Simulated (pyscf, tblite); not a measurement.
F–GeH₂• (SMILES [F][GeH2]) + NH₃ (SMILES N) → H₂N–GeH₂–F (SMILES [NH2][GeH2][F]) + H• (SMILES [H]): energy along the mass-weighted descent from the GFN2-xTB with spin polarisation saddle (tblite), relative to the relaxed reactant side, a complex of the molecules.

(s (amu^1/2 bohr), E (kcal/mol)): (-13.7, 1.5); (-13.0, 2.2); (-11.5, 2.6); (-10.2, 3.0); (-8.76, 3.6); (-7.32, 4.4); (-6.00, 5.3); (-4.56, 6.6); (-3.12, 8.7); (-1.68, 12.7); (-0.240, 40.8); (1.08, 31.8); (2.52, 25.9); (3.84, 23.8); (4.22, 22.8); (4.44, 22.4); (4.60, 22.3); (4.74, 22.2); (4.85, 22.1); (4.94, 22.1); (5.04, 22.0)

Task: The GFN2-xTB with spin polarisation barrier from the reactant side is 42.6 kcal/mol. What does ωB97X-D3(BJ) (PySCF) give from its own reactant-side minimum, in def2-SVP and in def2-TZVP?

Result: 39.9 kcal/mol in the double-zeta basis after reoptimising the saddle, and 38.0 kcal/mol in the triple-zeta single point, so the tight-binding barrier lies 4.6 kcal/mol over the latter. The imaginary mode goes from 1517i to 1636i cm⁻¹.
